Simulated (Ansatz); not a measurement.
# AlNH2 (triplet): from Hartree-Fock to the top rungs, 6-31G

The task here is to estimate one member of a computed series from the others.

Computed with Ansatz 0.2.0, Gaussian basis. Level: 6-31G, core rule «outside noble gas», up to 6 orbitals frozen.

Plan: UHF; CCSD(T) on ROHF; CCSD(T) on UHF; BCCD(T) on ROHF; CISD; CCSDT(Q) on ROHF; CCSDT(Q) on UHF; CISDTQ; CCSDTQ on ROHF; CCSDTQ on UHF; Full CI.

10 further runs of the same task are left out: 7 for a known fault of the program, 3 set aside as unsound or not needed.

## What is computed

The geometry is a PBE0/def2-TZVP stationary point (not a proven minimum) of the parent state, kept for this charge and spin.

4 atoms, charge 0, spin multiplicity 3.

Atoms are counted from 1 here; the program's logs count them from 0.

Bond lengths: Al1–N2 1.796 Å, N2–H3 1.012 Å, N2–H4 1.012 Å. Angles: Al1–N2–H3 125.6°, Al1–N2–H4 125.6°, H3–N2–H4 108.7°.

Set-up of the first run:

in.yaml

```yaml
crystal:
  periodic: [false, false, false]
  atoms:
    - {symbol: Al, position_ang: [0.000000, 0.000000, 0.696811]}
    - {symbol: N, position_ang: [0.000000, 0.000000, -1.099242]}
    - {symbol: H, position_ang: [0.000000, 0.822256, -1.688737]}
    - {symbol: H, position_ang: [0.000000, -0.822256, -1.688737]}
basis:
  gaussian: {orbitals: 6-31G}
magnetization: {spin_polarized: true, initial_magnetization: 2}
hamiltonian: {xc: hf}
output: {orbitals: {seedname: orbitals}}
```

Launch:

```sh
$ ansatz run in.yaml --threads 1 --pin off --events-out ev --progress --plain --max-ram 3968MiB --backend cpu
```

Steps of the session up to this table: UHF; CCSD(T) on ROHF; CCSD(T) on UHF; BCCD(T) on ROHF; CISD; CCSDT(Q) on ROHF; CCSDT(Q) on UHF; CISDTQ; CCSDTQ on ROHF; CCSDTQ on UHF; Full CI.

One table of the session follows, with a row left open; its other results are not shown here.

| method | from FCI (kJ/mol) |
| --- | --- |
| ROHF | +382.4 |
| UHF | +380.2 |
| RMP2 | +43.3 |
| UMP2 | +41.2 |
| CISD | +30.3 |
| RCCSD | +10.4 |
| UCCSD | +10.4 |
| RCCSD(T) | +2.2 |
| UCCSD(T) | +2.1 |
| BCCD(T) | +2.3 |
| RCCSDT | +1.1 |
| UCCSDT | +1.0 |
| CISDTQ | ? |
| RCCSDT(Q) | 0.0 |
| UCCSDT(Q) | -0.3 |
| RCCSDTQ | 0.0 |
| UCCSDTQ | 0.0 |
| FCI | 0 |

Estimate the missing values for CISDTQ.

The run gave: from FCI (kJ/mol): +1.3. In the column «from FCI (kJ/mol)» it lies between RCCSDT (+1.1) and UCCSD(T) (+2.1).

Caveats from the session: UCCSDT(Q) falls below full CI: unrestricted runs freeze a spin-polarised core, another one than full CI's, and coupled cluster isn't variational. Levels on UHF freeze UHF's core orbitals, full CI those of ROHF, so the U rows can settle a little off it for that reason alone. Restricted and unrestricted rows rest on different reference determinants; where their highest levels disagree by more than a few hundredths of an eV, they describe different states and don't form one ladder.
